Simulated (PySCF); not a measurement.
C₅H₁₁S (charge -1).
SMILES with atom numbers: `[CH3:1][CH2:2][CH:3]([S-:4])[CH2:5][CH3:6]` (hydrogens: H7, H8, H9 on C1; H10, H11 on C2; H12 on C3; H13, H14 on C5; H15, H16, H17 on C6)

Geometry (PBE0-D3(BJ)/def2-SVP, Å), atoms numbered from 1 in this order:
```
atom  x, y, z in Å
C1    -2.1187    0.4211   -0.1594
C2    -1.3259   -0.7420    0.4325
C3     0.1396   -0.8609   -0.0042
S4     0.8653   -2.4118    0.6097
C5     0.9533    0.3634    0.4403
C6     2.3848    0.3393   -0.0689
H7    -3.1791    0.3933    0.1478
H8    -1.7164    1.4006    0.1487
H9    -2.0947    0.3958   -1.2631
H10   -1.3419   -0.7034    1.5370
H11   -1.8070   -1.6985    0.1696
H12    0.1388   -0.8555   -1.1192
H13    0.4620    1.3064    0.1190
H14    0.9609    0.3560    1.5461
H15    2.4152    0.4353   -1.1693
H16    2.9989    1.1517    0.3585
H17    2.8071   -0.6447    0.1978
```

Level of theory: PBE0-D3(BJ)/def2-SVP geometry optimisation, gas phase (PySCF 2.14.0).

Masses are those of the commonest isotopes; rigid-rotor values at the optimised geometry. The values belong to one conformer with, in the numbering `[CH3:1][CH2:2][CH:3]([S-:4])[CH2:5][CH3:6]`, C1–C2–C3–S4 -172°, C2–C3–C5–C6 -175°.

Question: Give the principal moments of inertia and the rotational constants in cm⁻¹.

Answer: Ia = 158.96, Ib = 242.69, Ic = 375.97 u·Å²; 505379 MHz·u·Å²/I gives 3179, 2082 and 1344 MHz, that is A = 0.10605, B = 0.06946, C = 0.04484 cm⁻¹.

Question: What kind of rotor is it?

Answer: An asymmetric top; Ray's κ = -0.195.

Question: What does the inertial defect say?

Answer: Not planar: Δ = Ic − Ia − Ib = -25.68 u·Å². For a rigid frame Δ = −2 Σ m c², so Σ m c² = 12.84 u·Å² lies off the ab plane: 9.19 from hydrogen and 3.65 from heavier atoms. The atom farthest from that plane is 1.46 Å away.

Question: Give the other two planar moments, Paa and Pbb, and the rms extents of the mass along the axes.

Answer: Paa = Σ m a² = (Ib + Ic − Ia)/2 = 229.85 and Pbb = Σ m b² = (Ia + Ic − Ib)/2 = 146.12 u·Å². With the mass M = 103.06 u, the rms extents √(P/M) along a, b and c are 1.49, 1.19, 0.35 Å.

Question: Where do the levels up to J = 3 lie, in MHz?

Answer: Above 0(0,0):
J = 1: 1(0,1) 3427, 1(1,1) 4524, 1(1,0) 5262
J = 2: 2(0,2) 10013, 2(1,2) 10639, 2(1,1) 12853, 2(2,1) 16144, 2(2,0) 16411
J = 3: 3(0,3) 19397, 3(1,3) 19666, 3(1,2) 24030, 3(2,2) 26424, 3(2,1) 27587, 3(3,1) 33899, 3(3,0) 33964
The levels of one J sum to (2J + 1)J(J + 1)(A + B + C)/3.

Question: Which types of transition are allowed, and where do some lines up to J = 2 fall?

Answer: The dipole components (about the centre of mass, as the species is charged) are |μa| = 3.88 D, |μb| = 3.68 D, |μc| = 0.13 D. Intensities carry the squares of the components, which stand as 1.00 : 0.90 : 0.00 (a : b : c). Some lines, for components of 0.1 D or more:

```
type  branch         J(Ka,Kc)    MHz  lower level (cm⁻¹)
   c       Q  2(1,2) ← 2(0,2)    625               0.334
   a       Q  1(1,0) ← 1(1,1)    738               0.151
   c       Q  1(1,1) ← 1(0,1)   1097               0.114
   b       Q  1(1,0) ← 1(0,1)   1835               0.114
   a       Q  2(1,1) ← 2(1,2)   2215               0.355
   b       Q  2(1,1) ← 2(0,2)   2840               0.334
   c       Q  2(2,1) ← 2(1,1)   3291               0.429
   a       R  1(0,1) ← 0(0,0)   3427               0.000
   b       Q  2(2,0) ← 2(1,1)   3557               0.429
   b       R  1(1,1) ← 0(0,0)   4524               0.000
   c       R  1(1,0) ← 0(0,0)   5262               0.000
   b       R  2(0,2) ← 1(1,1)   5490               0.151
   b       Q  2(2,1) ← 2(1,2)   5505               0.355
   a       R  2(1,2) ← 1(1,1)   6115               0.151
   a       R  2(0,2) ← 1(0,1)   6587               0.114
   b       R  2(1,2) ← 1(0,1)   7212               0.114
   a       R  2(1,1) ← 1(1,0)   7592               0.176
   c       R  2(1,1) ← 1(0,1)   9427               0.114
   b       R  2(2,1) ← 1(1,0)  10882               0.176
   c       R  2(2,0) ← 1(1,0)  11149               0.176
   c       R  2(2,1) ← 1(1,1)  11620               0.151
   b       R  2(2,0) ← 1(1,1)  11887               0.151
```

Stationary, but not proved a minimum. No vibrational averaging or centrifugal distortion is included, and the geometry carries the error of its method. A rigid rotor knows nothing of internal rotation, which can split or shift real lines.
